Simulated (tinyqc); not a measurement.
Inside a calculation. Method: G0W0 on RHF in the sto-3g basis, for HF, spin multiplicity 1. One step of it, computed by the program tinyqc.

Problem. G0W0 on Hartree-Fock: LUMO. W(p,q,m) = sqrt2 sum_ia (pq|ia) (X+Y)_ia,m; Sigma_c(x) = sum_(i,m) W^2/(x - e_i + w_m) + sum_(a,m) W^2/(x - e_a - w_m); solve x = e_p + Sigma_c(x) by Newton steps; Z = 1/(1 - dSigma/dx); 1 hartree = 27.211386 eV.

orbital energies (hartree): MO1 -25.899853, MO2 -1.471840, MO3 -0.585764, MO4 -0.464230, MO5 -0.464230, MO6 0.631123

Two-electron integrals over orbitals (pq|rs), unique and non-zero (hartree):
```
p,q,r,s,(pq|rs)
1,1,1,1,5.362188
2,1,1,1,-0.502541
2,1,2,1,0.074581
2,2,1,1,1.196799
2,2,2,1,-0.019322
2,2,2,2,0.857045
3,1,1,1,0.166539
3,1,2,1,-0.022513
3,1,2,2,0.014118
3,1,3,1,0.023871
3,2,1,1,-0.144574
3,2,2,1,0.009014
3,2,2,2,-0.014542
3,2,3,1,0.020984
3,2,3,2,0.157974
3,3,1,1,1.015501
3,3,2,1,-0.011503
3,3,2,2,0.758876
3,3,3,1,-0.005945
3,3,3,2,-0.053071
3,3,3,3,0.777635
4,1,4,1,0.029613
4,2,4,1,0.038921
4,2,4,2,0.179747
4,3,4,1,-0.011903
4,3,4,2,-0.044089
4,3,4,3,0.049611
4,4,1,1,1.264004
4,4,2,1,-0.014353
4,4,2,2,0.876777
4,4,3,1,0.004831
4,4,3,2,-0.077222
4,4,3,3,0.762160
4,4,4,4,0.997514
5,1,5,1,0.029613
5,2,5,1,0.038921
5,2,5,2,0.179747
5,3,5,1,-0.011903
5,3,5,2,-0.044089
5,3,5,3,0.049611
5,4,5,4,0.053770
5,5,1,1,1.264004
5,5,2,1,-0.014353
5,5,2,2,0.876777
5,5,3,1,0.004831
5,5,3,2,-0.077222
5,5,3,3,0.762160
5,5,4,4,0.889973
5,5,5,5,0.997514
6,1,1,1,0.173026
6,1,2,1,-0.028087
6,1,2,2,-0.000208
6,1,3,1,-0.008005
6,1,3,2,-0.025183
6,1,3,3,0.013318
6,1,4,4,0.004710
6,1,5,5,0.004710
6,1,6,1,0.026523
6,2,1,1,-0.253161
6,2,2,1,0.005435
6,2,2,2,-0.132513
6,2,3,1,-0.020274
6,2,3,2,-0.042404
6,2,3,3,-0.040776
6,2,4,4,-0.131245
6,2,5,5,-0.131245
6,2,6,1,0.015252
6,2,6,2,0.098082
6,3,1,1,-0.349253
6,3,2,1,0.006168
6,3,2,2,-0.158296
6,3,3,1,0.002325
6,3,3,2,0.094045
6,3,3,3,-0.126902
6,3,4,4,-0.191036
6,3,5,5,-0.191036
6,3,6,1,-0.006514
6,3,6,2,0.058345
6,3,6,3,0.170634
6,4,4,1,-0.011088
6,4,4,2,-0.043573
6,4,4,3,-0.013569
6,4,6,4,0.031801
6,5,5,1,-0.011088
6,5,5,2,-0.043573
6,5,5,3,-0.013569
6,5,6,5,0.031801
6,6,1,1,0.890930
6,6,2,1,-0.008896
6,6,2,2,0.686389
6,6,3,1,0.016520
6,6,3,2,0.073091
6,6,3,3,0.669575
6,6,4,4,0.653310
6,6,5,5,0.653310
6,6,6,1,-0.009884
6,6,6,2,-0.067817
6,6,6,3,-0.013354
6,6,6,6,0.715949
```

excitation energies w (hartree): 1.157209  1.157209  1.504858  2.300861  26.583975

X + Y:
```
,1,2,3,4,5
1>6,0.000000,0.000000,0.001213,-0.002100,0.999002
2>6,0.000000,0.000000,-0.146863,0.948621,0.000183
3>6,0.000000,0.000000,0.892277,0.090349,-0.000045
4>6,-0.001365,0.972905,0.000000,0.000000,0.000000
5>6,0.972905,0.001365,0.000000,0.000000,0.000000
```

Give: The 12 largest terms at x = e_p; Newton steps; quasiparticle energy of the LUMO; Hartree-Fock value.

Solution.

The 12 largest terms at x = e_p (hartree; W for the signs of X + Y given):
```
q,m,W,term
3,3,0.2032,0.0152
2,4,0.1390,0.0044
6,4,-0.0927,-0.0037
3,4,0.1001,0.0028
4,2,0.0438,0.0008
5,1,0.0438,0.0008
2,3,0.0533,0.0008
1,5,0.0375,2.64e-05
2,5,0.0216,1.62e-05
1,4,0.0195,1.33e-05
6,5,-0.0140,-7.35e-06
6,3,-0.0028,-5.15e-06
```

Newton steps (hartree):
```
step,x,Sigma_c(x),Z
0,0.6311,0.0212,0.9901
1,0.6521,0.0210,0.9902
2,0.6521,0.0210,0.9902
```

quasiparticle energy of the LUMO = 17.7452 eV

Hartree-Fock value = 17.1737 eV
